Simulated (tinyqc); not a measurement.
Inside a calculation. Method: UHF in the sto-3g basis, for CH2, spin multiplicity 1. This run ends on a higher stationary point, not on the lowest solution. One step of it, computed by the program tinyqc.

Question. Iteration 1: building the Fock matrix. J_ij = sum D_kl (ij|kl) with D = D(alpha) + D(beta), K_ij = sum D_kl (ik|jl) for each spin; F = H + J - K(s); E = tr D H + tr D J / 2 - 0.5 sum_s tr D(s) K(s) + E_nn.

D(alpha) at the start, order 1C 1s, 1C 2s, 1C 2px, 1C 2py, 1C 2pz, 2H 1s, 3H 1s:
```
[[1.060397, -0.271437, 0.024681, 0.000000, -0.146819, 0.055425, 0.055425],
 [-0.271437, 1.204412, -0.100480, 0.000000, 0.688247, -0.235796, -0.235796],
 [0.024681, -0.100480, 0.960530, 0.000000, 0.168172, -0.006581, -0.006581],
 [0.000000, 0.000000, 0.000000, 1.245137, 0.000000, -0.184219, 0.184219],
 [-0.146819, 0.688247, 0.168172, 0.000000, 0.446801, -0.140945, -0.140945],
 [0.055425, -0.235796, -0.006581, -0.184219, -0.140945, 0.074148, 0.019638],
 [0.055425, -0.235796, -0.006581, 0.184219, -0.140945, 0.019638, 0.074148]]
```

D(beta) at the start, order 1C 1s, 1C 2s, 1C 2px, 1C 2py, 1C 2pz, 2H 1s, 3H 1s:
```
[[1.060397, -0.271437, -0.024681, 0.000000, -0.146819, 0.055425, 0.055425],
 [-0.271437, 1.204412, 0.100480, 0.000000, 0.688247, -0.235796, -0.235796],
 [-0.024681, 0.100480, 0.960530, 0.000000, -0.168172, 0.006581, 0.006581],
 [0.000000, 0.000000, 0.000000, 1.245137, 0.000000, -0.184219, 0.184219],
 [-0.146819, 0.688247, -0.168172, 0.000000, 0.446801, -0.140945, -0.140945],
 [0.055425, -0.235796, 0.006581, -0.184219, -0.140945, 0.074148, 0.019638],
 [0.055425, -0.235796, 0.006581, 0.184219, -0.140945, 0.019638, 0.074148]]
```

core Hamiltonian H = T + V (hartree), order 1C 1s, 1C 2s, 1C 2px, 1C 2py, 1C 2pz, 2H 1s, 3H 1s:
```
[[-18.798201, -4.535567, 0.000000, 0.000000, -0.023253, -1.348777, -1.348777],
 [-4.535567, -5.714521, 0.000000, 0.000000, -0.228229, -2.756243, -2.756243],
 [0.000000, 0.000000, -4.572164, 0.000000, 0.000000, 0.000000, 0.000000],
 [0.000000, 0.000000, 0.000000, -4.754591, 0.000000, -1.725616, 1.725616],
 [-0.023253, -0.228229, 0.000000, 0.000000, -4.676042, -1.371069, -1.371069],
 [-1.348777, -2.756243, 0.000000, -1.725616, -1.371069, -3.812238, -1.049987],
 [-1.348777, -2.756243, 0.000000, 1.725616, -1.371069, -1.049987, -3.812238]]
```

Two-electron integrals (ij|kl) in chemists' order, unique and non-zero (hartree):
```
(11|11) 3.541948    (21|11) 0.576921    (21|21) 0.111888    (22|11) 0.854682
(22|21) 0.205284    (22|22) 0.624709    (31|31) 0.020296    (32|31) 0.030858
(32|32) 0.137996    (33|11) 0.852436    (33|21) 0.205335    (33|22) 0.624568
(33|33) 0.672833    (41|41) 0.020296    (42|41) 0.030858    (42|42) 0.137996
(43|43) 0.036269    (44|11) 0.852436    (44|21) 0.205335    (44|22) 0.624568
(44|33) 0.600295    (44|44) 0.672833    (51|51) 0.020296    (52|51) 0.030858
(52|52) 0.137996    (53|53) 0.036269    (54|54) 0.036269    (55|11) 0.852436
(55|21) 0.205335    (55|22) 0.624568    (55|33) 0.600295    (55|44) 0.600295
(55|55) 0.672833    (61|11) 0.171844    (61|21) 0.033078    (61|22) 0.060414
(61|33) 0.060209    (61|41) 0.001628    (61|42) 0.002996    (61|44) 0.060613
(61|51) 0.001228    (61|52) 0.002261    (61|54) 0.000304    (61|55) 0.060439
(61|61) 0.010003    (62|11) 0.369630    (62|21) 0.089758    (62|22) 0.295658
(62|33) 0.289004    (62|41) 0.006797    (62|42) 0.044608    (62|44) 0.301557
(62|51) 0.005129    (62|52) 0.033661    (62|54) 0.009472    (62|55) 0.296152
(62|61) 0.027583    (62|62) 0.175983    (63|31) 0.009641    (63|32) 0.049173
(63|43) 0.009001    (63|53) 0.006792    (63|63) 0.023094    (64|11) 0.238502
(64|21) 0.058722    (64|22) 0.205135    (64|33) 0.194716    (64|41) 0.013558
(64|42) 0.078217    (64|44) 0.221028    (64|51) 0.002956    (64|52) 0.021917
(64|54) 0.013062    (64|55) 0.199447    (64|61) 0.018995    (64|62) 0.145337
(64|64) 0.140978    (65|11) 0.179974    (65|21) 0.044312    (65|22) 0.154795
(65|33) 0.146933    (65|41) 0.002956    (65|42) 0.021917    (65|44) 0.153203
(65|51) 0.011872    (65|52) 0.065711    (65|54) 0.013733    (65|55) 0.164088
(65|61) 0.014334    (65|62) 0.109671    (65|64) 0.088956    (65|65) 0.090220
(66|11) 0.502601    (66|21) 0.124149    (66|22) 0.460518    (66|33) 0.436008
(66|41) 0.012745    (66|42) 0.108494    (66|44) 0.482554    (66|51) 0.009618
(66|52) 0.081870    (66|54) 0.035124    (66|55) 0.462512    (66|61) 0.038859
(66|62) 0.333802    (66|64) 0.305975    (66|65) 0.230889    (66|66) 0.774606
(71|11) 0.171844    (71|21) 0.033078    (71|22) 0.060414    (71|33) 0.060209
(71|41) -0.001628   (71|42) -0.002996   (71|44) 0.060613    (71|51) 0.001228
(71|52) 0.002261    (71|54) -0.000304   (71|55) 0.060439    (71|61) 0.009721
(71|62) 0.026101    (71|64) 0.016149    (71|65) 0.013568    (71|66) 0.035924
(71|71) 0.010003    (72|11) 0.369630    (72|21) 0.089758    (72|22) 0.295658
(72|33) 0.289004    (72|41) -0.006797   (72|42) -0.044608   (72|44) 0.301557
(72|51) 0.005129    (72|52) 0.033661    (72|54) -0.009472   (72|55) 0.296152
(72|61) 0.026101    (72|62) 0.134815    (72|64) 0.078236    (72|65) 0.081891
(72|66) 0.207276    (72|71) 0.027583    (72|72) 0.175983    (73|31) 0.009641
(73|32) 0.049173    (73|43) -0.009001   (73|53) 0.006792    (73|63) 0.016845
(73|73) 0.023094    (74|11) -0.238502   (74|21) -0.058722   (74|22) -0.205135
(74|33) -0.194716   (74|41) 0.013558    (74|42) 0.078217    (74|44) -0.221028
(74|51) -0.002956   (74|52) -0.021917   (74|54) 0.013062    (74|55) -0.199447
(74|61) -0.016149   (74|62) -0.078236   (74|64) -0.029547   (74|65) -0.046423
(74|66) -0.107148   (74|71) -0.018995   (74|72) -0.145337   (74|74) 0.140978
(75|11) 0.179974    (75|21) 0.044312    (75|22) 0.154795    (75|33) 0.146933
(75|41) -0.002956   (75|42) -0.021917   (75|44) 0.153203    (75|51) 0.011872
(75|52) 0.065711    (75|54) -0.013733   (75|55) 0.164088    (75|61) 0.013568
(75|62) 0.081891    (75|64) 0.046423    (75|65) 0.065557    (75|66) 0.134912
(75|71) 0.014334    (75|72) 0.109671    (75|74) -0.088956   (75|75) 0.090220
(76|11) 0.130286    (76|21) 0.031780    (76|22) 0.109088    (76|33) 0.105932
(76|44) 0.108751    (76|51) 0.002960    (76|52) 0.020890    (76|55) 0.112476
(76|61) 0.009592    (76|62) 0.060544    (76|64) 0.042868    (76|65) 0.041426
(76|66) 0.109836    (76|71) 0.009592    (76|72) 0.060544    (76|74) -0.042868
(76|75) 0.041426    (76|76) 0.024914    (77|11) 0.502601    (77|21) 0.124149
(77|22) 0.460518    (77|33) 0.436008    (77|41) -0.012745   (77|42) -0.108494
(77|44) 0.482554    (77|51) 0.009618    (77|52) 0.081870    (77|54) -0.035124
(77|55) 0.462512    (77|61) 0.035924    (77|62) 0.207276    (77|64) 0.107148
(77|65) 0.134912    (77|66) 0.320520    (77|71) 0.038859    (77|72) 0.333802
(77|74) -0.305975   (77|75) 0.230889    (77|76) 0.109836    (77|77) 0.774606
```

nuclear repulsion = 6.54413843 hartree

Give: Coulomb J; exchange K(alpha); exchange K(beta); F(alpha); F(beta); total energy of this density.

Answer.

Coulomb J (hartree), order 1C 1s, 1C 2s, 1C 2px, 1C 2py, 1C 2pz, 2H 1s, 3H 1s:
```
[[12.450, 2.434, 0.000, 0.000, 0.049, 0.724, 0.724],
 [2.434, 5.545, 0.000, 0.000, 0.219, 2.590, 2.590],
 [0.000, 0.000, 5.580, 0.000, 0.000, 0.000, 0.000],
 [0.000, 0.000, 0.000, 5.566, 0.000, 1.757, -1.757],
 [0.049, 0.219, 0.000, 0.000, 5.474, 1.386, 1.386],
 [0.724, 2.590, 0.000, 1.757, 1.386, 3.879, 0.950],
 [0.724, 2.590, 0.000, -1.757, 1.386, 0.950, 3.879]]
```

exchange K(alpha) (hartree), order 1C 1s, 1C 2s, 1C 2px, 1C 2py, 1C 2pz, 2H 1s, 3H 1s:
```
[[3.638, 0.652, -0.003, 0.000, 0.014, 0.203, 0.203],
 [0.652, 0.846, -0.075, 0.000, 0.313, 0.412, 0.412],
 [-0.003, -0.075, 0.828, 0.000, 0.105, -0.010, -0.010],
 [0.000, 0.000, 0.000, 0.839, 0.000, 0.230, -0.230],
 [0.014, 0.313, 0.105, 0.000, 0.406, 0.214, 0.214],
 [0.203, 0.412, -0.010, 0.230, 0.214, 0.302, 0.152],
 [0.203, 0.412, -0.010, -0.230, 0.214, 0.152, 0.302]]
```

exchange K(beta) (hartree), order 1C 1s, 1C 2s, 1C 2px, 1C 2py, 1C 2pz, 2H 1s, 3H 1s:
```
[[3.638, 0.652, 0.003, 0.000, 0.014, 0.203, 0.203],
 [0.652, 0.846, 0.075, 0.000, 0.313, 0.412, 0.412],
 [0.003, 0.075, 0.828, 0.000, -0.105, 0.010, 0.010],
 [0.000, 0.000, 0.000, 0.839, 0.000, 0.230, -0.230],
 [0.014, 0.313, -0.105, 0.000, 0.406, 0.214, 0.214],
 [0.203, 0.412, 0.010, 0.230, 0.214, 0.302, 0.152],
 [0.203, 0.412, 0.010, -0.230, 0.214, 0.152, 0.302]]
```

F(alpha) (hartree), order 1C 1s, 1C 2s, 1C 2px, 1C 2py, 1C 2pz, 2H 1s, 3H 1s:
```
[[-9.986, -2.753, 0.003, 0.000, 0.012, -0.827, -0.827],
 [-2.753, -1.016, 0.075, 0.000, -0.322, -0.578, -0.578],
 [0.003, 0.075, 0.180, 0.000, -0.105, 0.010, 0.010],
 [0.000, 0.000, 0.000, -0.027, 0.000, -0.199, 0.199],
 [0.012, -0.322, -0.105, 0.000, 0.392, -0.198, -0.198],
 [-0.827, -0.578, 0.010, -0.199, -0.198, -0.235, -0.252],
 [-0.827, -0.578, 0.010, 0.199, -0.198, -0.252, -0.235]]
```

F(beta) (hartree), order 1C 1s, 1C 2s, 1C 2px, 1C 2py, 1C 2pz, 2H 1s, 3H 1s:
```
[[-9.986, -2.753, -0.003, 0.000, 0.012, -0.827, -0.827],
 [-2.753, -1.016, -0.075, 0.000, -0.322, -0.578, -0.578],
 [-0.003, -0.075, 0.180, 0.000, 0.105, -0.010, -0.010],
 [0.000, 0.000, 0.000, -0.027, 0.000, -0.199, 0.199],
 [0.012, -0.322, 0.105, 0.000, 0.392, -0.198, -0.198],
 [-0.827, -0.578, -0.010, -0.199, -0.198, -0.235, -0.252],
 [-0.827, -0.578, -0.010, 0.199, -0.198, -0.252, -0.235]]
```

total energy of this density = -36.70567 hartree

This density is the starting one.
